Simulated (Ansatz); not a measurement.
Species: CCl$_{4}$, SMILES `ClC(Cl)(Cl)Cl` (charge 0, multiplicity 1).

Q: Give a relaxed geometry from Ansatz (a quantum-chemistry and plane-wave program) with PBE0-D3(BJ)/def2-TZVP.

A: the end point of this relaxation (outside a Z-matrix the atoms follow the SMILES, hydrogens last).
Z-matrix (Å, degrees):
```
C
Cl 1 1.7629
Cl 1 1.7629 2 109.47
Cl 1 1.7629 2 109.47 3 -120.00
Cl 1 1.7629 2 109.47 3 120.00
```
